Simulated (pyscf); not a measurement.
Elimination: H₃C–Zn–OH (SMILES [CH3][Zn][OH]) -> CH₄ (SMILES C) + O=Zn (SMILES [O]=[Zn])

Gas phase, singlet surface, charge 0. Bonds broken: C1–Zn2, O3–H7. Bonds formed: C1–H7. Structures and frequencies: ωB97X-D3(BJ)/def2-SVP in PySCF. MP2 and CC: frozen core, UHF for open shells. ΔMP2 is the change of the MP2 total energy from the triple- to the quadruple-zeta basis.

Transition state (Å):

```xyz
7

C      0.5520     0.5301     0.7776
Zn    -0.2014    -0.2993    -1.3320
O     -1.7326     0.1500    -0.6012
H      0.6237     1.6040     1.0031
H      1.5181     0.2505     0.3118
H      0.4789    -0.0592     1.7030
H     -0.6519     0.4273     0.2794
```

One imaginary mode, 1565i cm⁻¹; descent along it reached the two sides named.

```
bond    change  reactant side (Å)  saddle  product side
------  ------  -----------------  ------  ------------
C1–Zn2  breaks              1.929   2.389           3.6
O3–H7   breaks              0.962   1.421         2.359
C1–H7    forms                4.3   1.307         1.101
```

Electronic energies relative to the reactant's lowest minimum found (kJ/mol):

```csv
level,barrier,reaction energy,reverse barrier
ωB97X-D3(BJ)/def2-TZVP,456.3,+381.4,74.9
PBE/def2-TZVP,389.5,+321.4,68.1
r²SCAN/def2-TZVP,416.5,+349.5,66.9
B3LYP-D3(BJ)/def2-TZVP,419.1,+337.4,81.7
PBE0-D3(BJ)/def2-TZVP,428.9,+364.0,64.9
M06-2X/def2-TZVP,441.0,+380.1,60.9
ωB97M-D3(BJ)/def2-TZVP,447.3,+369.3,78.0
HF/def2-TZVP,522.6,+404.7,117.9
MP2/def2-QZVPP,424.5,+339.5,85.0
CCSD/def2-TZVPP,445.9,+356.8,89.2
CCSD(T)/def2-TZVPP,415.8,+334.8,81.0
CCSD(T)/def2-TZVPP + ΔMP2(QZVPP),422.5,+346.3,76.3
```

With CCSD(T)/def2-TZVPP + ΔMP2(QZVPP) energies and thermal terms (ideal gas, 1 atm, RRHO with modes under 100 cm⁻¹ raised to 100, one conformer, R ln 2 for rigid chiral ones), in kJ/mol:

| T (K) | ΔH‡ | ΔG‡ | ΔH | ΔG |
|---|---|---|---|---|
| 298 | 408.6 | 409.7 | +343.8 | +312.4 |
| 600 | 406.1 | 411.8 | +339.3 | +282.3 |
| 900 | 404.2 | 415.0 | +334.7 | +254.8 |
| 1200 | 402.7 | 418.9 | +330.4 | +228.8 |

The same reactants have a lower exit, to CH₃• + [HO–Zn]• (no saddle counted: cutting one bond costs +322.9 kJ/mol at ωB97M-D3(BJ), against +447.3 kJ/mol here). One saddle was located; it need not be the lowest between these sides. 2 of the closed-shell references are unstable towards spin polarisation; treat their single-reference values with care. The CCSD(T) − MP2 part came from Ansatz, without density fitting, on the same reference. The frozen core leaves the outer d or s,p core shells of the metals and heavy elements correlated in the MP2 and CC values, and def2-TZVPP describes them poorly, which can shift differences by a few kcal/mol. Elements up to Kr have no core potential and no relativistic terms here.
